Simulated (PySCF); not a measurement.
# C6H6 (Fulvene): the cost of one run

Programs: PySCF 2.14.0, with density-fitted response routines of our own. Each step states its level of theory. These are calculated values for one molecule in the gas phase, unless marked as measured. Atoms are numbered from 0 throughout.

## Step 1: Starting geometry

12 atoms, charge 0, multiplicity 1; geometry from: MMFF94s. The atoms were then displaced at random by about 0.03 Å, so the start is not that level's minimum.

Bonds of the start (Å): C0–C1 1.42, C1–C2 1.47, C2–C3 1.20, C3–C4 1.43, C4–C5 1.36, C5–C1 1.47, C0–H6 1.13, C0–H7 0.99, C2–H8 1.09, C3–H9 1.17, C4–H10 1.09, C5–H11 1.08.

## Step 2: Geometry optimisation at PBE0-D3(BJ)/def2-SVP

What the job is given:

```
{"job": {"xc": "PBE0", "basis": "def2-SVP", "d3": "d3bj", "grid": 1, "shake": 0.03, "kind": "geom"}, "charge": 0, "multiplicity": 1}
C      1.990540    -0.112820     0.496070
C      0.617880    -0.025480     0.152640
C     -0.290010    -1.172110     0.000460
C     -1.342750    -0.690450    -0.320120
C     -1.400860     0.730290    -0.432600
C     -0.160350     1.186690    -0.128320
H      2.537090     0.871830     0.563010
H      2.490840    -0.954270     0.663850
H      0.049270    -2.178050     0.229160
H     -2.336600    -1.293510    -0.458080
H     -2.263240     1.362990    -0.629480
H      0.223670     2.192120    -0.085590
```

Run with:

```
> OMP_NUM_THREADS=1 python probes_run.py task.json out
```

The driver reads the jobs from task.json and runs them one after another.

Q: Estimate the wall time and peak memory of this first job on 1 thread of Arm Neoverse V1, shared host.

About 39 s, with a peak of 0.46 GiB.
